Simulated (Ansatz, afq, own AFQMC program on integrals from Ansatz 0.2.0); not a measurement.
**Where AFQMC and coupled cluster stand for AlBH, doublet**

```json
{"atom": "B", "x (Å)": "0.0000", "y (Å)": "0.0303", "z (Å)": "1.5290"}
{"atom": "Al", "x (Å)": "0.0000", "y (Å)": "0.0268", "z (Å)": "-0.5477"}
{"atom": "H", "x (Å)": "0.0000", "y (Å)": "-1.0425", "z (Å)": "-1.7395"}
```

Connectivity, by distances: B–AlH.

Basis 6-31G. Only valence electrons are correlated. Ansatz 0.2.0 and our own AFQMC program on the same integrals; the CISD trial comes from CCSD amplitudes, and released means the phaseless constraint is let go. Error bars are statistical, one sigma.

Determinant: ROHF, the one that the program's search chose, which needn't be the lowest solution. The geometry is a point of a scan.

Full CI is exact in this basis; its frozen core comes from its own orbitals, which moves totals by up to a few meV.

Cautions: a spin-contaminated unrestricted determinant lies lower (UHF 916 meV lower, ⟨S²⟩ 1.68); the released energy hasn't reached full CI (17 meV above it at 2.40 1/Eh), so no released level is given (meV from the phaseless value at times in 1/Eh: -2 ± 4 at 0.24, -2 ± 5 at 0.51, -15 ± 3 at 0.99, -18 ± 3 at 1.62, -19 ± 4 at 2.40); CCSDTQ on the UHF determinant differs (90 meV lower), perhaps since the unrestricted series falls towards higher spin; a state of other symmetry lies lower (by 92 meV); full CI with its own frozen core; a state of higher spin lies lower (by 240 meV).

* T1 diagnostic: 0.0344
* weight of the determinant in the CISD state: 0.841
* size of the correlated space: 7 electrons in 18 orbitals

| level | correlation energy (eV) |
| --- | --- |
| MP2 | -2.0102 |
| CCSD | -2.9302 |
| CCSD(T) | -3.0422 |

Q: Estimate where phaseless AFQMC with a CISD trial lies against CCSD(T) on the same integrals.

A: 1.4 ± 0.3 kJ/mol below CCSD(T).

Reference: full CI, correlation energy -3.093 eV. CCSDTQ lies 0.5 meV above full CI, in part by the other frozen core, which shifts every row alike, so rows that close can't be ranked against it.

```tsv
level	E − E(reference) (kJ/mol)	share of correlation (%)
CCSD(T)	4.9	98.35
CCSDT	1.1	99.64
CCSDT(Q)	0.3	99.91
CCSDTQ	0.1	99.98
ph-AFQMC/CISD	3.5 ± 0.3	98.82
```

CCSDT and higher add their correlation energy to the determinant of the CCSD(T) run, since their own runs factorise the integrals more tightly (a shift of under 2 meV). A walk keeps the symmetry of its determinant, which the program's search chose and which needn't be the lowest solution, so a lower state of the same spin and another symmetry isn't excluded.
